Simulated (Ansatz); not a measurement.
## Sb2O3 (Pccn, No. 56)

All values below come from PBEsol (plane waves, PAW; Ansatz, an electronic-structure program).

Settings: plane-wave cutoff 500 eV, 6×6×4 k mesh (along the axes of the cell as run), gaussian smearing 0.02 eV, scalar-relativistic PAW data made under PBE.

Cell (relaxed at this level):

```yaml
crystal:
  lattice:
    - [4.93086, 0.00000, 0.00000]
    - [0.00000, 5.40241, 0.00000]
    - [0.00000, 0.00000, 12.33371]
  atoms:
    - { symbol: Sb, position: [0.53963, 0.17805, 0.62720] }
    - { symbol: Sb, position: [0.03963, 0.32195, 0.37280] }
    - { symbol: Sb, position: [0.46037, 0.32195, 0.12720] }
    - { symbol: Sb, position: [0.96037, 0.17805, 0.87280] }
    - { symbol: Sb, position: [0.46037, 0.82195, 0.37280] }
    - { symbol: Sb, position: [0.96037, 0.67805, 0.62720] }
    - { symbol: Sb, position: [0.53963, 0.67805, 0.87280] }
    - { symbol: Sb, position: [0.03963, 0.82195, 0.12720] }
    - { symbol: O, position: [0.75000, 0.00600, 0.75000] }
    - { symbol: O, position: [0.25000, 0.49400, 0.25000] }
    - { symbol: O, position: [0.25000, 0.99400, 0.25000] }
    - { symbol: O, position: [0.75000, 0.50600, 0.75000] }
    - { symbol: O, position: [0.64503, 0.84908, 0.55689] }
    - { symbol: O, position: [0.14503, 0.65092, 0.44311] }
    - { symbol: O, position: [0.35497, 0.65092, 0.05689] }
    - { symbol: O, position: [0.85497, 0.84908, 0.94311] }
    - { symbol: O, position: [0.35497, 0.15092, 0.44311] }
    - { symbol: O, position: [0.85497, 0.34908, 0.55689] }
    - { symbol: O, position: [0.64503, 0.34908, 0.94311] }
    - { symbol: O, position: [0.14503, 0.15092, 0.05689] }
```

```yaml
band_gap: 1.98 eV (on the SCF k mesh)
```

Note: the relaxation could not lower the start's symmetry, so the cell can be a saddle point above a distorted one.

Spin–orbit coupling is not included.
